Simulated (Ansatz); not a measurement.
Cost and result for the atomization energy of H5OSi2, SMILES `O[SiH2][SiH2]` radical (8 atoms, 7 bonds).

Z-matrix (Å, degrees):
```
Si
Si 1 2.337
O 1 1.652 2 111.8
H 1 1.494 2 110.3 3 123.6
H 1 1.483 2 109.1 3 -117.0
H 2 1.490 1 114.2 3 171.8
H 2 1.492 1 114.7 3 -61.1
H 3 0.958 1 117.8 2 63.6
```

The species carries charge 0 and has multiplicity 2. Geometry: relaxed with PBE0-D4/def2-TZVP. It is one conformer, not always the lowest. Program: Ansatz. All runs use 2 threads of a server CPU on a shared host. Times are those of one run each, without the atoms' runs, and a repeat can differ threefold. Electronic energies, without spin–orbit coupling; frozen cores. CCSD(T)/CBS adds CCSD(T) − MP2 in def2-TZVPP to the MP2 limit, and its time is that of the two runs behind it. T1 = 0.014; ⟨S²⟩ of the reference is 0.76. B3LYP takes the VWN-RPA correlation (the form of Gaussian; ORCA's B3LYP/G). HSE06 is the plane-wave form, built on full-range PBE exchange.

CCSD(T)/CBS is a level of theory with its own doubt, some kJ/mol a heavy atom from the limit and from the frozen cores, so smaller differences don't rank the functionals.

```tsv
level	functions	wall time
LDA (SPW92)/def2-TZVPP	185	1.7 s
CCSD(T)/def2-SVP	75	4.2 s
PBE0-D4/def2-TZVPP	185	4.6 s
BHLYP-D4/def2-TZVPP	185	4.6 s
HSE06-D4/def2-TZVPP	185	5 s
B3LYP-D4/def2-TZVPP (with forces)	185	5.5 s
PBE-QIDH/def2-TZVPP	185	6.5 s
r2SCANh-D4/def2-TZVPP	185	9 s
B97M-V/def2-TZVPP	185	13 s
ωB97M-V/def2-TZVPP (with forces)	185	18 s
MP2/def2-QZVPP	347	21 s
CCSD(T)/def2-TZVPP	185	2.3 min
CCSD(T)/CBS(def2)	–	2.7 min
```

(1) What atomization energy does each give, and how far from CCSD(T)/CBS? (Estimate.)

Results:

(1) Computed: 
```
                            level  atomization (kcal/mol)  difference from CCSD(T)/CBS  per bond
           LDA (SPW92)/def2-TZVPP                   647.2                         67.4       9.6
                 CCSD(T)/def2-SVP                   531.2                        -48.6      -6.9
               PBE0-D4/def2-TZVPP                   570.5                         -9.3      -1.3
              BHLYP-D4/def2-TZVPP                   566.0                        -13.8      -2.0
              HSE06-D4/def2-TZVPP                   570.8                         -9.0      -1.3
B3LYP-D4/def2-TZVPP (with forces)                   577.3                         -2.5      -0.4
              PBE-QIDH/def2-TZVPP                   568.9                        -10.9      -1.6
            r2SCANh-D4/def2-TZVPP                   577.5                         -2.3      -0.3
                B97M-V/def2-TZVPP                   581.5                          1.7       0.2
 ωB97M-V/def2-TZVPP (with forces)                   577.1                         -2.7      -0.4
                   MP2/def2-QZVPP                   574.2                         -5.6      -0.8
               CCSD(T)/def2-TZVPP                   563.0                        -16.8      -2.4
                CCSD(T)/CBS(def2)                   579.8                          0.0       0.0
```

At CCSD(T), def2-SVP lies −48.6 kcal/mol from the extrapolated value and def2-TZVPP −16.8 kcal/mol: correlation converges slowly with the basis, and small sets miss more of it in the bonded molecule than in its fragments. From PBE to PBE0 (25 % exact exchange), in def2-TZVPP and without D4, the atomization energy moves by −5.4 kcal/mol: exact exchange takes away binding that semilocal exchange gives to molecules. In def2-TZVPP, CCSD(T) changes the Hartree–Fock value by +135.6 kcal/mol (the triples alone add +6.1 kcal/mol) and MP2 by +136.7 kcal/mol; breaking electron pairs costs correlation energy, which Hartree–Fock lacks.
